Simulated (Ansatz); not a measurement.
# H₂S₂ (SMILES SS): functionals against CCSD(T) at one geometry

The task here is to estimate one member of a computed series from the others.

Computed with Ansatz 0.2.0, Gaussian basis. Level: single points in def2-TZVPP.

Correlated methods freeze the cores.

## The starting structure

SMILES `SS`, 4 atoms, charge 0, spin multiplicity 1.

Atoms are counted from 1 here; the program's logs count them from 0.

Bond lengths: S1–S2 2.060 Å, S1–H3 1.441 Å, S2–H4 1.366 Å. Angles: S2–S1–H3 99.1°, S1–S2–H4 92.2°.

Geometry (Å):

```xyz
4
charge 0, multiplicity 1
S     0.8132   -0.7273    0.0837
S    -0.0461    1.1417    0.2004
H    -0.1542   -1.4724    0.8490
H    -0.6141    1.0147   -1.0350
```

Set-up of the first run:

File run/in.yaml:

```yaml
crystal:
  periodic: [false, false, false]
  atoms:
    - {symbol: S, position_ang: [0.813200, -0.727300, 0.083700]}
    - {symbol: S, position_ang: [-0.046100, 1.141700, 0.200400]}
    - {symbol: H, position_ang: [-0.154200, -1.472400, 0.849000]}
    - {symbol: H, position_ang: [-0.614100, 1.014700, -1.035000]}
basis:
  gaussian: {orbitals: def2-TZVPP}
correlation: {method: ccsd_t}
output: {forces: true}
```

No record of the launch command was kept for these runs.

Among the steps run: CCSD(T)/def2-TZVPP; PBE0-D4/def2-TZVPP; wB97M-V/def2-TZVPP; r2SCAN-D4/def2-TZVPP; PBE-D4/def2-TZVPP; B97M-V/def2-TZVPP; CAM-B3LYP-D4/def2-TZVPP.

One table of the session follows, with a row left open; its other results are not shown here.

```
      method  RMS force component (eV/Å)  angle to CCSD(T) forces (°)  dipole (D)
     CCSD(T)                       0.908                    reference        1.09
     PBE0-D4                       0.859                         11.1        1.14
     wB97M-V                       0.902                          6.5        1.09
   r2SCAN-D4                       0.824                          8.1        1.14
      PBE-D4                       0.694                          9.1        1.09
      B97M-V                           ?                            ?           ?
CAM-B3LYP-D4                       0.914                          6.5        1.13
```

Estimate the missing values for B97M-V.

The run gave: RMS force component (eV/Å): 0.886; angle to CCSD(T) forces (°): 12.0; dipole (D): 1.08. In the column «RMS force component (eV/Å)» it lies between PBE0-D4 (0.859) and wB97M-V (0.902).
